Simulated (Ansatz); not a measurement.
# BClH₂N−: functionals against CCSD(T) at one geometry

An exercise on one series of results from a longer session: the logs are not shown, and one member is left open.

Method: single points in def2-TZVPPD; program: Ansatz 0.2.0, Gaussian basis.

Cores are frozen in the correlated methods.

### The starting structure

SMILES `[NH-]BCl`, 5 atoms, charge -1, spin multiplicity 1.

Atoms are counted from 1 here; the program's logs count them from 0.

Bond lengths: N1–B2 1.300 Å, N1–H4 1.025 Å, B2–Cl3 2.050 Å, B2–H5 1.140 Å. Angles: B2–N1–H4 121.1°, N1–B2–Cl3 121.2°, N1–B2–H5 128.9°, Cl3–B2–H5 109.7°.

Geometry (Å):

```xyz
5
BClH2N
N    -0.4815   -0.8624   -0.4457
B     0.3611   -0.1562    0.2483
Cl    0.3024    1.8924    0.2233
H    -1.2406   -0.4161   -0.9698
H     1.1462   -0.5099    0.9957
```

The first run:

File run/in.yaml:

```yaml
crystal:
  periodic: [false, false, false]
  atoms:
    - {symbol: N, position_ang: [-0.481500, -0.862400, -0.445700]}
    - {symbol: B, position_ang: [0.361100, -0.156200, 0.248300]}
    - {symbol: Cl, position_ang: [0.302400, 1.892400, 0.223300]}
    - {symbol: H, position_ang: [-1.240600, -0.416100, -0.969800]}
    - {symbol: H, position_ang: [1.146200, -0.509900, 0.995700]}
basis:
  gaussian: {orbitals: "def2-TZVPPD.json"}
total_charge: -1
correlation: {method: ccsd_t}
output: {forces: true}
```

The basis file named in the input lies beside it (Basis Set Exchange, JSON).

No record of the launch command was kept for these runs.

Steps of the session up to this table: CCSD(T)/def2-TZVPPD; PBE0-D4/def2-TZVPPD; wB97M-V/def2-TZVPPD; r2SCAN-D4/def2-TZVPPD; PBE-D4/def2-TZVPPD; HSE06-D4/def2-TZVPPD; B97M-V/def2-TZVPPD.

One of the session's tables, all rows but one given; the rest of the session is left out.

```
   method  RMS force component (eV/Å)  angle to CCSD(T) forces (°)
  CCSD(T)                       1.007                    reference
  PBE0-D4                       0.874                         13.2
  wB97M-V                       0.827                         11.2
r2SCAN-D4                           ?                            ?
   PBE-D4                       0.930                          8.8
 HSE06-D4                       0.875                         12.9
   B97M-V                       0.841                         14.1
```

**Question.** Estimate the row for r2SCAN-D4.

As computed: RMS force component (eV/Å): 0.864; angle to CCSD(T) forces (°): 9.6. In the column «RMS force component (eV/Å)» it lies between B97M-V (0.841) and PBE0-D4 (0.874).
